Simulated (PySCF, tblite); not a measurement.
Species: trimethylphosphine oxide, C3H9OP.
SMILES with atom numbers: `[CH3:1][P:2]([CH3:3])([CH3:4])=[O:5]` (hydrogens: H6, H7, H8 on C1; H9, H10, H11 on C3; H12, H13, H14 on C4)

Computed geometry: GFN2-xTB, gas phase.

What internal coordinates does the optimisation give?

```
                  bond  length (Å)
   C1–P2, P2–C3, P2–C4       1.833
                 P2=O5       1.468
C1–H6 and 8 like bonds       1.087
```

Bonds in one row agree within 0.01 Å and their mean is given. A selection of angles:
```
   angle  degrees
P2–C1–H6    112.3
P2–C1–H7    107.9
H6–C1–H7    110.0
C1–P2–C3    105.2
C1–P2–O5    113.4
```

All 3 C–P bonds measure 1.833 to 1.834 Å. P2 (phosphoryl phosphorus) is distorted tetrahedral (angles from 105.2° to 113.5°).

Point group: C3v (tolerance 0.08 Å). Its GFN2-xTB frequencies are all real (lowest 133 cm⁻¹). 2 starts were optimised and ended at 0.00 and 0.02 kcal/mol (GFN2-xTB); the lowest of these is shown.
